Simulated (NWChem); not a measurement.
## sulfur dioxide (O2S)

```xyz
3

O      1.2504     0.0000    -0.3713
S      0.0000     0.0000     0.3713
O     -1.2504     0.0000    -0.3713
```
Charge 0, spin multiplicity 1.

Program: NWChem. Structure: optimised with PBE0/def2-SVP, a minimum by its harmonic frequencies.

The correlated methods keep 7 core orbitals frozen.

Worked example. A B2PLYP run in STO-3G ends its self-consistent part (53 % exact exchange, 47 % B88, 73 % LYP) at -541.53263 Ha, and second-order perturbation theory on those orbitals gives -0.31035 Ha unscaled.

The perturbative term enters with the weight 0.27: -541.53263 + 0.27·(-0.31035) = -541.61642 Ha is the total energy.
